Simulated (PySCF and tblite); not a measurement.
Results of a calculation; reference values are marked as such.
Stationary points of 4-penten-1-ol at GFN2-xTB, in Å:

Structure A

```
 1 C     2.632    0.973   -0.174
 2 C     1.783    0.007   -0.469
 3 C     0.603   -0.371    0.369
 4 C    -0.705   -0.188   -0.407
 5 C    -1.945   -0.572    0.422
 6 O    -2.821    0.508    0.648
 7 H     2.530    1.562    0.723
 8 H     3.467    1.215   -0.810
 9 H     1.906   -0.569   -1.378
10 H     0.577    0.239    1.273
11 H     0.694   -1.421    0.664
12 H    -0.791    0.863   -0.696
13 H    -0.666   -0.783   -1.322
14 H    -1.647   -0.903    1.420
15 H    -2.486   -1.398   -0.061
16 H    -3.135    0.838   -0.201
```

Structure B

```
 1 C     2.485    1.114   -0.182
 2 C     1.758    0.024   -0.338
 3 C     0.513   -0.283    0.431
 4 C    -0.695   -0.429   -0.500
 5 C    -1.987   -0.650    0.287
 6 O    -2.302    0.423    1.141
 7 H     2.222    1.870    0.540
 8 H     3.374    1.297   -0.760
 9 H     2.042   -0.721   -1.072
10 H     0.315    0.506    1.157
11 H     0.647   -1.221    0.978
12 H    -0.793    0.477   -1.107
13 H    -0.546   -1.272   -1.177
14 H    -1.887   -1.520    0.941
15 H    -2.816   -0.837   -0.413
16 H    -2.338    1.231    0.616
```

Structure C

```
 1 C     2.738    0.785   -0.110
 2 C     1.738    0.038   -0.537
 3 C     0.595   -0.416    0.314
 4 C    -0.738    0.112   -0.223
 5 C    -1.918   -0.379    0.615
 6 O    -3.150    0.149    0.185
 7 H     2.801    1.117    0.913
 8 H     3.540    1.093   -0.760
 9 H     1.697   -0.280   -1.571
10 H     0.736   -0.074    1.341
11 H     0.564   -1.510    0.321
12 H    -0.728    1.204   -0.217
13 H    -0.869   -0.216   -1.259
14 H    -1.808   -0.049    1.651
15 H    -1.948   -1.480    0.605
16 H    -3.279   -0.081   -0.743
```

The path came from a restrained scan, a climbing-image band and a saddle search at GFN2-xTB; energies are PBE0/pcSseg-1 + D3(BJ)//GFN2-xTB, thermal terms GFN2-xTB.

Task: Which structure is a saddle point, and along which motion?

Result: A: one imaginary mode (110i cm⁻¹ at GFN2-xTB, mostly on O6, C4, C5), along the rotation about the C4–C5 bond (torsion C3–C4–C5–O6 from 62° to 177°, rising).

Task: Give their symmetry and energies above the lowest.

Result: A C1, 4.1 kcal/mol; B C1, 0.0 kcal/mol; C C1, 0.7 kcal/mol.
